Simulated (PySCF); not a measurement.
Species: CS.
SMILES: `[C-]#[S+]`

Computed, not measured: CAM-B3LYP/6-31+G* geometry optimisation, gas phase (PySCF).

Masses are those of the commonest isotopes; rigid-rotor values at the optimised geometry. 

Problem. What are the moment of inertia and the rotational constant?

Solution. I = 20.441 u·Å², B = 505379 MHz·u·Å²/I = 24723 MHz (0.8247 cm⁻¹, or 1.187 K as hB/k). For two atoms I = μr² with μ = 8.7252 u and r = 1.5306 Å.

Problem. List the first levels of a rigid rotor in a Σ state.

Solution. E(J) = BJ(J+1): J = 1: 1.649, J = 2: 4.948, J = 3: 9.896, J = 4: 16.494, J = 5: 24.740, J = 6: 34.637 cm⁻¹.

Problem. Where do the first rotational lines fall?

Solution. The dipole is 1.79 D; J+1 ← J lies at 2B(J+1): 1 ← 0 at 49.45 GHz, 2 ← 1 at 98.89 GHz, 3 ← 2 at 148.34 GHz, 4 ← 3 at 197.79 GHz, 5 ← 4 at 247.23 GHz, 6 ← 5 at 296.68 GHz.

No CAM-B3LYP/6-31+G* frequencies stand behind this structure, so it isn't proved a minimum. These are rigid-rotor constants of the computed structure; measured ground-state constants (B0) also hold zero-point vibration.
